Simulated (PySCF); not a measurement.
Relaxed structures of BSiNH₄, closed shell (PBE0-D4/def2-TZVP; forces vanish, vibrations not checked; lower isomers may exist, and structures with a doubtful reference or unclear bonds are left out; Å). Program: PySCF 2.14 with density fitting (its default auxiliary sets; JK sets also for MP2 and CCSD(T)). Basis: def2-TZVPP. Cores are frozen in the correlated methods.

(1) Rank them by CCSD(T) energy, lowest first, and give each one's height above the lowest. Links in brackets join atoms within 1.22 times the sum of their covalent radii (1.1 for two metals). (Judge from chemistry; the value comes from the calculation.)
A.
BSiNH₄ ([BH2][NH][SiH])
```
7
angstrom
B -0.9099 0.4276 -0.5543
Si 0.9247 -1.5438 0.1040
N 0.2281 0.0539 0.1970
H -1.4010 -0.3921 -1.2752
H -1.3574 1.5337 -0.4617
H 0.6362 0.7528 0.8033
H 2.0454 -1.2505 1.1119
```
B.
BSiNH₄ ([BH2][SiH][NH])
```
7
angstrom
B -1.1642 0.3961 -0.7626
Si 0.4343 0.1544 0.4110
N 1.1428 -1.2909 0.3855
H -1.5244 -0.5283 -1.4222
H -1.7581 1.4304 -0.8175
H 0.8941 1.3078 1.2463
H 1.9584 -1.4692 0.9618
```
C.
BSiNH₄ ([BH3][Si][NH])
```
7
angstrom
B -1.4500 0.3673 -0.3437
Si 0.3180 -0.4754 -0.0418
N 1.6825 -1.1248 0.1856
H -1.7625 -0.1353 -1.3945
H -1.1437 1.5333 -0.3750
H -2.0525 -0.0057 0.6320
H 2.5724 -1.5491 0.3345
```
D.
BSiNH₄ ([BH][SiH][NH2])
```
7
angstrom
B -1.2788 0.6320 0.3540
Si 0.5400 0.3993 0.4786
N 1.4127 -0.8398 -0.3206
H 1.1981 -1.0586 -1.2789
H -2.3495 0.9992 0.0145
H 1.2767 1.0037 1.6081
H 1.7476 -1.6486 0.1782
```

T1 diagnostic: at most 0.020. The restricted Hartree–Fock reference is unstable towards an unrestricted one at one or more of these structures.

Answers

(1) Computed: A (0.0 kJ/mol), C (128.8 kJ/mol), B (189.5 kJ/mol), D (243.8 kJ/mol). Heights count from the lowest.

For scale, one of the runs: CCSD(T)/def2-TZVPP, 160 basis functions, launched by `OMP_NUM_THREADS=2 python run.py`. The run took 2.4 min on 2 CPU threads of a Oxide Virtual Turin-like (shared host), with 0.99 GiB of host memory at its peak.
